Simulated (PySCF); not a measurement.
Species: CH₃ClO₂S.
Bonds: C1–S2, S2–O3 (double), S2–O4 (double), S2–Cl5. Hydrogens: H6, H7, H8 on C1.

The same species was optimised twice, with GFN2-xTB and with PBE0-D3(BJ)/def2-SVP (PySCF), and the same property calculations (PySCF, gas phase) were run on both structures.

| coordinate | GFN2-xTB | PBE0-D3(BJ)/def2-SVP | change |
| --- | --- | --- | --- |
| S2–Cl5 (Å) | 2.046 | 2.100 | +0.054 |
| C1–S2 (Å) | 1.798 | 1.775 | -0.023 |
| S2=O4 (Å) | 1.425 | 1.445 | +0.020 |
| S2=O3 (Å) | 1.425 | 1.445 | +0.020 |
| C1–H8 (Å) | 1.083 | 1.099 | +0.016 |
| C1–H6 (Å) | 1.081 | 1.096 | +0.015 |
| C1–H7 (Å) | 1.082 | 1.096 | +0.014 |
| O3–S2–O4 (°) | 119.3 | 122.2 | +2.9 |
| S2–C1–H8 (°) | 107.1 | 105.3 | -1.8 |
| C1–S2–Cl5 (°) | 100.5 | 99.1 | -1.4 |
| C1–S2–O3 (°) | 110.4 | 109.3 | -1.1 |
| C1–S2–O4 (°) | 110.4 | 109.3 | -1.1 |
| S2–C1–H6 (°) | 107.7 | 108.3 | +0.6 |
| S2–C1–H7 (°) | 107.8 | 108.3 | +0.5 |
| H6–C1–H7 (°) | 111.9 | 112.2 | +0.3 |

Rotational constants: A = 4574, B = 2790, C = 2637 MHz (GFN2-xTB) against A = 4539, B = 2671, C = 2593 MHz (PBE0-D3(BJ)/def2-SVP). Point groups within 0.08 Å: Cs and Cs.

On the GFN2-xTB structure: HOMO (eV) -9.17 [PBE0/pcSseg-1]; LUMO (eV) -1.55 [PBE0/pcSseg-1]; dipole (D) 3.99 [PBE0/pcSseg-1]; GIAO shielding of C1 (ppm) 128.7 [PBE0/pcSseg-1]; GIAO shielding of S2 (ppm) 172.8 [PBE0/pcSseg-1]; GIAO shielding of O3/O4 (mean) (ppm) 16.8 [PBE0/pcSseg-1]; GIAO shielding of Cl5 (ppm) 336.7 [PBE0/pcSseg-1].

Q: What do these properties become on the PBE0-D3(BJ)/def2-SVP structure?

A: 
```csv
property,level,on GFN2-xTB,on PBE0-D3(BJ)/def2-SVP,change
HOMO (eV),PBE0/pcSseg-1,-9.17,-9.22,-0.05
LUMO (eV),PBE0/pcSseg-1,-1.55,-1.97,-0.42
dipole (D),PBE0/pcSseg-1,3.99,3.93,-0.06
"energy, GFN2-xTB geometry as zero (kcal/mol)",PBE0/pcSseg-1,0.0,-2.0,-2.0
GIAO shielding of C1 (ppm),PBE0/pcSseg-1,128.7,127.7,-1.0
GIAO shielding of S2 (ppm),PBE0/pcSseg-1,172.8,146.3,-26.5
GIAO shielding of O3/O4 (mean) (ppm),PBE0/pcSseg-1,16.8,-8.4,-25.2
GIAO shielding of Cl5 (ppm),PBE0/pcSseg-1,336.7,273.2,-63.5
```

The heavy atoms differ by 0.035 Å rms after alignment. Among all bonds S2–Cl5 changes most (+0.054 Å). Changes are differences of the printed values. Neither structure is proved a minimum here.
